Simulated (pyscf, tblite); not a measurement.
H₂P–GeH₃ (SMILES [PH2][GeH3]) → H₂P–GeH: (SMILES [PH2][GeH]) [singlet] + H₂ (SMILES [H][H]): energy along the mass-weighted descent from the GFN2-xTB saddle (tblite), relative to the relaxed reactant side.

(s (amu^1/2 bohr), E (kcal/mol)): (-5.64, 0.1); (-5.52, 0.1); (-4.68, 2.4); (-3.96, 6.7); (-3.12, 14.5); (-2.40, 22.5); (-1.56, 30.7); (-0.840, 35.2); (0.000, 38.6); (0.720, 32.6); (1.44, 25.3); (2.28, 21.1); (2.43, 20.9); (2.64, 20.5); (2.84, 20.3); (2.96, 20.2); (3.10, 20.1); (3.22, 20.0); (3.29, 19.9); (3.39, 19.9); (3.46, 19.8)

### Question
The GFN2-xTB barrier from the reactant side is 38.6 kcal/mol. What does ωB97X-D3(BJ) (PySCF) give from its own reactant-side minimum, in def2-SVP and in def2-TZVP?

### Answer
57.1 kcal/mol in the double-zeta basis after reoptimising the saddle, and 56.8 kcal/mol in the triple-zeta single point, so the tight-binding barrier lies 18.2 kcal/mol under the latter. The imaginary mode goes from 944i to 1303i cm⁻¹.
